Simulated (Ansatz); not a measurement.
Abridged output of a molecular run in Ansatz:

```
Functional definition: HF
1437 factors; integrals over basis functions are off by at most 8.7e-4 eV
mean field evaluation 1: about -10030.6710 eV, gradient 4.3e1 eV
mean field evaluation 2: about -10030.9746 eV, gradient 4.3e1 eV
mean field evaluation 4: about -10034.9744 eV, gradient 4.4e0 eV
mean field evaluation 8: about -10035.0483 eV, gradient 3.6e-1 eV
mean field -10035.04923908 eV, -368.7812575356 hartree, gradient 7.8e-6 eV, S^2 0.000000; 0 other end points of the search recorded, 0 dependent functions left out
6 core orbitals not correlated: weight in the atoms' cores, before any rotation towards them, 1.000 or more for the frozen orbitals, at most 0.000 for the correlated occupied ones
reference -10035.04923908 eV, -368.7812575356 hartree; 17, 17 occupied and 205, 205 virtual orbitals, 1437 factors
second order -31.64347280 eV of doubles, -0.00000000 eV of singles
cycle   1  -31.27850793 eV  change    3.6e-1 eV  update   1.2e-1
cycle   2  -31.99817221 eV  change   -7.2e-1 eV  update   3.5e-2
cycle   3  -32.16114597 eV  change   -1.6e-1 eV  update   1.7e-2
cycle   4  -32.14406182 eV  change    1.7e-2 eV  update   4.3e-3
cycle   5  -32.14281043 eV  change    1.3e-3 eV  update   2.1e-3
cycle   6  -32.14493076 eV  change   -2.1e-3 eV  update   6.3e-4
cycle   7  -32.14481189 eV  change    1.2e-4 eV  update   2.8e-4
cycle   8  -32.14458073 eV  change    2.3e-4 eV  update   8.5e-5
cycle   9  -32.14459994 eV  change   -1.9e-5 eV  update   3.5e-5
perturbative correction -1.29972634 eV, -0.0477640621 hartree
Total energy: -10068.49356536 eV, -370.0103138570 hartree
```

Its atoms:

```xyz
9

F     0.753   -1.808   -0.424
C     0.753   -0.493   -0.168
F     1.894    0.011   -0.654
C    -0.536    0.268   -0.536
C    -0.516    0.445    0.955
N     0.557   -0.191    1.253
H    -1.339   -0.345   -0.946
H    -0.391    1.166   -1.138
H    -1.176    0.948    1.658
```

Task: Which basis set was used?
A. cc-pV(Q+d)Z
B. def2-TZVPP
C. def2-SVPD
D. def2-QZVPP

Result: B. It gives 228 functions.

Task: Write the keys of the input that set method, charge and spin (a neutral closed shell needs none for the last two).

Result: 
```yaml
correlation: {method: ccsd_t}
```
